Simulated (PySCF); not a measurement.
SCF from a fresh guess for singlet HCN, at the PBE0 minimum. PySCF input:

```python
from pyscf import gto, scf, dft
mol = gto.M(atom='''
C      0.000000     0.000000     0.554037
N      0.000000     0.000000    -0.591575
H      0.000000     0.000000     1.622723''',
    basis={'C': 'def2-TZVP', 'N': 'def2-TZVP', 'H': 'def2-TZVP'},
    charge=0, spin=0)
mf = dft.RKS(mol, xc='PBE0')
mf.grids.atom_grid = (50, 194)
aux = {'C': 'def2-universal-JKFIT', 'N': 'def2-universal-JKFIT', 'H': 'def2-universal-JKFIT'}
mf = mf.density_fit(auxbasis=aux)
mf.conv_tol = 1e-08
mf.diis_space = 10
mf.max_cycle = 60
mf.init_guess = 'minao'
mf.verbose = 4
mf.kernel()
```

Excerpt of the output (cycles and frontier levels):

```
init E= -93.4428564037766
  HOMO = -0.398186442218919  LUMO = -0.0332498749434532  gap/eV = 9.93043
cycle= 1 E= -93.3112790718433  delta_E= 0.132  |g|= 0.361  |ddm|= 1.41
  HOMO = -0.301363781798464  LUMO = 0.0265507238747032  gap/eV = 8.92301
cycle= 2 E= -93.1881455132221  delta_E= 0.123  |g|= 0.83  |ddm|= 0.637
  HOMO = -0.371912516984048  LUMO = 0.0171249075811426  gap/eV = 10.58625
cycle= 3 E= -93.3449437351058  delta_E= -0.157  |g|= 0.0435  |ddm|= 0.434
  HOMO = -0.386782507952981  LUMO = 0.00865320026178145  gap/eV = 10.76035
cycle= 4 E= -93.3453461404567  delta_E= -0.000402  |g|= 0.0175  |ddm|= 0.0425
  HOMO = -0.383336533911489  LUMO = 0.0117060599161671  gap/eV = 10.74966
cycle= 5 E= -93.3454152129298  delta_E= -6.91e-05  |g|= 0.000853  |ddm|= 0.0109
  HOMO = -0.383414438368047  LUMO = 0.0116023796758707  gap/eV = 10.74896
cycle= 6 E= -93.3454154454218  delta_E= -2.32e-07  |g|= 0.000211  |ddm|= 0.000909
  HOMO = -0.383413718250853  LUMO = 0.011603009353635  gap/eV = 10.74895
cycle= 7 E= -93.3454154557608  delta_E= -1.03e-08  |g|= 1.8e-05  |ddm|= 0.000166
  HOMO = -0.383414663879533  LUMO = 0.0116012568510745  gap/eV = 10.74893
cycle= 8 E= -93.3454154558266  delta_E= -6.58e-11  |g|= 1.06e-06  |ddm|= 1.15e-05
  HOMO = -0.383414532195695  LUMO = 0.0116014602313309  gap/eV = 10.74893
Extra cycle  E= -93.345415455826  delta_E= 5.97e-13  |g|= 1.95e-06  |ddm|= 1.61e-06
converged SCF energy = -93.345415455826
```

No lower solution of this spin was found by a stability analysis within the restricted form, which does not test spin polarisation.

The search for the lowest solution, with the stability check, took 1.8 s on 2 threads of a shared Arm Neoverse N1 host, with 68 basis functions; the process peaked at 0.27 GiB.
